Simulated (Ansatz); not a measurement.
The same path of ClH3MgO (6 atoms, charge 0, multiplicity 1) was run twice with different band settings. Lost on the way: H4–O5. Made: H2–H4.

The calculation used RKS PBE-D4/def2-SVPD (Ansatz).

Relaxed end points:

```xyz
6
Properties=species:S:1:pos:R:3
Mg -0.658 0.166 -0.896
H -1.464 1.547 -1.488
Cl -0.043 -2.056 -0.944
H 0.838 0.786 1.570
O 0.503 0.242 0.841
H 0.823 -0.686 0.917
```

```xyz
6
Properties=species:S:1:pos:R:3
Mg 0.017 -0.689 -0.276
H -0.888 1.353 -0.719
Cl -0.928 -1.635 -2.063
H -0.484 1.489 -0.069
O 0.859 -0.074 1.219
H 1.423 -0.444 1.907
```

Common settings: movable images 7; climbing image yes; spring 5.0 eV/Å²; start path through a guess of the saddle point; force threshold 0.05 eV/Å; iteration limit 60; end points relaxed.

| run | optimiser | largest step |
| --- | --- | --- |
| 1 | quadratic models (default) | default |
| 2 | fire | 0.02 Å |

(1) What does each run give, and how far can it be trusted?

Answers

(1) Run 1: converged after 12 iterations, highest image 0.452 eV above the first end. A vibrational analysis at the climbing image gives one clearly imaginary mode, 913i cm⁻¹: a first-order saddle point.
Run 2: converged after 59 iterations, highest image 0.452 eV above the first end. Another band between the same ends (7 images) ends at a top of the same energy, where a vibrational analysis finds 1 clearly imaginary mode.
The orbitals stay closed-shell, which can raise the energy where a bond breaks towards radicals; this wasn't checked here.
